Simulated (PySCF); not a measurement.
**Basis-set dependence of NaS at PBE0**

PySCF, UKS reference; doublet, unpaired electrons π ↑; De to Na + S without counterpoise correction.

| basis | relativity | functions | Re (Å) | ωe (cm⁻¹) | De (eV) | μ (D) |
| --- | --- | --- | --- | --- | --- | --- |
| 6-31G(d,p) | no relativity | 36 | 2.496 | 330 | 2.46 | -8.37 |
| aug-pcseg-1 | no relativity | 41 | 2.506 | 325 | 2.55 | -8.62 |
| jorge-DZP-DKH | spin-free X2C | 48 | 2.498 | 331 | 2.49 | -8.35 |
| 6-311G(d,p) | no relativity | 52 | 2.501 | 327 | 2.52 | -8.79 |
| def2-TZVPP | no relativity | 74 | 2.484 | 332 | 2.53 | -8.29 |

Question: How does each smaller set differ from the one with most functions, def2-TZVPP?

Answer: 6-31G(d,p): +1.2 pm, -0.6 % in ωe, -0.07 eV in De; aug-pcseg-1: +2.2 pm, -2.1 % in ωe, +0.02 eV in De; jorge-DZP-DKH: +1.4 pm, -0.3 % in ωe, -0.04 eV in De; 6-311G(d,p): +1.7 pm, -1.5 % in ωe, -0.01 eV in De. All at PBE0; the set with most functions is neither the basis-set limit nor always the best. The rows treat relativity differently, so the differences are not basis effects alone.

A positive dipole means Na(−)S(+). The state was picked by a PBE0 search and need not be the measured ground state.
